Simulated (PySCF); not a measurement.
# CH5O: the cost of one run

Computed with PySCF 2.14.0. Level: levels as typed in each script, gas phase, geometry from GFN2-xTB.

## Step 1: The system as given

7 atoms, charge -1, spin multiplicity 1.

Bond lengths: O1–H2 0.970 Å, C3–H4 1.085 Å, C3–H5 1.086 Å, C3–H6 1.086 Å, C3–H7 1.160 Å. Angles: H4–C3–H5 109.3°, H4–C3–H6 109.3°, H4–C3–H7 109.3°, H5–C3–H6 109.3°, H5–C3–H7 109.8°, H6–C3–H7 109.9°.

Geometry (Å):

```xyz
7

O     1.4514   -0.1117    0.0000
H     1.6819    0.8309   -0.0001
C    -1.3357    0.0073    0.0000
H    -1.7530   -0.9935   -0.0504
H    -1.6753    0.4923    0.9106
H    -1.6728    0.5800   -0.8593
H    -0.1779   -0.0600   -0.0009
```

## Step 2: Binding of the two fragments (PBE/def2-svpd)

Contents of input.py:

```python
import numpy as np
from pyscf import gto, scf, dft
from pyscf.scf import atom_ks, atom_hf
from scipy.linalg import block_diag
from pyscf.dispersion import dftd3

def solve(mol, dm0=None, hcore=None):
    mf = (dft.UKS if mol.spin else dft.RKS)(mol, xc='pbe')
    mf.grids.level = 3
    mf = mf.density_fit(auxbasis='def2-universal-jkfit')
    mf.conv_tol, mf.max_cycle = 1e-8, 80
    if hcore is not None:
        mf.get_hcore = lambda *args: hcore
    mf.kernel(dm0)
    if not mf.converged:
        mf = mf.newton().run(mf.mo_coeff, mf.mo_occ, max_cycle=30)
    assert mf.converged, 'SCF not converged'
    return mf

mol = gto.M(atom='''
O      1.45142    -0.11167    -0.00001
H      1.68191     0.83090    -0.00005
C     -1.33570     0.00726     0.00000
H     -1.75304    -0.99354    -0.05036
H     -1.67534     0.49233     0.91065
H     -1.67280     0.58002    -0.85927
H     -0.17792    -0.05995    -0.00089
''', basis='def2-svpd', charge=-1, spin=0, verbose=4)
mol_a = gto.M(atom='''
O      1.45142    -0.11167    -0.00001
H      1.68191     0.83090    -0.00005
ghost-C     -1.33570     0.00726     0.00000
ghost-H     -1.75304    -0.99354    -0.05036
ghost-H     -1.67534     0.49233     0.91065
ghost-H     -1.67280     0.58002    -0.85927
ghost-H     -0.17792    -0.05995    -0.00089
''', basis='def2-svpd', charge=-1, spin=0, verbose=4)
mol_b = gto.M(atom='''
ghost-O      1.45142    -0.11167    -0.00001
ghost-H      1.68191     0.83090    -0.00005
C     -1.33570     0.00726     0.00000
H     -1.75304    -0.99354    -0.05036
H     -1.67534     0.49233     0.91065
H     -1.67280     0.58002    -0.85927
H     -0.17792    -0.05995    -0.00089
''', basis='def2-svpd', charge=0, spin=0, verbose=4)
ab, a, b = solve(mol), solve(mol_a), solve(mol_b)
e_int = ab.e_tot - a.e_tot - b.e_tot
print('counterpoise-corrected interaction energy / kcal/mol', e_int * 627.5095)
def disp(atoms, charge):
    m = gto.M(atom=atoms, charge=charge, basis='sto-3g', spin=None, unit='Bohr', verbose=0)
    return dftd3.DFTD3Dispersion(m, xc='pbe', version='d3bj').get_dispersion()['energy']
e_disp = disp(mol._atom, mol.charge) - disp(mol._atom[:2], mol_a.charge) - disp(mol._atom[2:], mol_b.charge)
print('D3(BJ) part / kcal/mol', e_disp * 627.5095)
# spherically averaged free atoms, for the promolecule
atm = atom_ks.get_atm_nrks(mol, xc='pbe')
pro = block_diag(*[(atm[a[0]][2] * atm[a[0]][3]) @ atm[a[0]][2].T for a in mol._atom])
np.savez('result.npz', e_int=e_int, e_disp=e_disp, dm_a=a.make_rdm1(), dm_b=b.make_rdm1(), c=ab.mo_coeff, occ=ab.mo_occ, eps=ab.mo_energy, pro=pro, d=[f.dip_moment(verbose=0) for f in (ab, a, b)])
```

Launch:

```sh
> OMP_NUM_THREADS=1 python input.py
```

**Question.** How long does this run take on 1 thread of Arm Neoverse V2, shared host, and how much memory does it need?

About 12 s, with a peak of 0.34 GiB.
